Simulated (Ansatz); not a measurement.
System: N2O, charge 0, triplet. This triplet is an excited state, 3.3 eV above the singlet at CCSD(T)/cc-pV5Z (Ansatz, a quantum-chemistry and plane-wave program). N2O (parent SMILES N#[N+][O-], triplet).
B3LYP-D3(BJ)/def2-TZVP minimum from Ansatz:
```xyz
3

N     -1.1232     0.1723     0.0496
N     -0.0717    -0.3827    -0.1387
O      1.0455     0.1842     0.0779
```
Charge 0, spin multiplicity 3.

Total energies in aug-cc-pVDZ, 16 correlated electrons, 3 frozen orbitals. Open shells are spin-unrestricted; no spin-orbit coupling. Cores are frozen in correlated methods. No relativity. The UHF reference of N2O (parent SMILES N#[N+][O-], triplet) is spin-contaminated (<S^2> up to 0.20 over the pure value in the sets run). The spin of N2O (parent SMILES N#[N+][O-], triplet) was assumed, and the state is the lowest solution found for it.

```
method    program  energy (Eh)  minus CCSDT(Q) (mEh)
--------  -------  -----------  --------------------
HF         Ansatz   -183.65460                508.38
MP2        Ansatz   -184.09397                 69.01
CCSD       Ansatz   -184.13736                 25.62
CCSD(T)    Ansatz   -184.15835                  4.63
CCSDT(Q)   Ansatz   -184.16298                  0.00
```

Rough core times of Ansatz's runs on a shared machine: CCSD(T) 20 s, CCSDT(Q) 20 min.
